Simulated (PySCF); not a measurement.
A run for PySCF: R-MP2/6-31G* on ethylamine (SMILES CCN), a point of a bond scan (R = 1.320 Å).

```python
from pyscf import gto, scf, dft, mp
from pyscf.data.elements import chemcore

mol = gto.M(
    atom='''
    C     1.18612906    0.44302756    0.02367077
    C     0.04500471   -0.55351665   -0.10923757
    N    -1.24594693    0.13053905   -0.00235327
    H     2.15252555   -0.05152541   -0.09038783
    H     1.10043350    1.22491245   -0.73222663
    H     1.17238740    0.92208442    1.00657057
    H     0.20343225   -1.51638947    0.78039335
    H     0.08743463   -1.02649974   -1.09379181
    H    -2.01243122   -0.52425249   -0.10366542
    H    -1.34255151    0.56035274    0.91125319
    ''',
    basis='6-31g*',
    cart=True,
    charge=0, spin=0, verbose=3, max_memory=1800)
mf = scf.RHF(mol)
mf.conv_tol = 1e-8
mf.max_cycle = 100
mf.kernel()
if not mf.converged:
    mf = mf.newton().run(mf.mo_coeff, mf.mo_occ)
pt = mp.MP2(mf, frozen=chemcore(mol)).run()
```

Output:

```
converged SCF energy = -134.225662832947
E(RMP2) = -134.656591702889  E_corr = -0.430928869941631
E(SCS-RMP2) = -134.655321043588  E_corr = -0.429658210641361
```

The calculation finished and met its thresholds.

Cost: about 0.8 core-seconds (a rough figure).
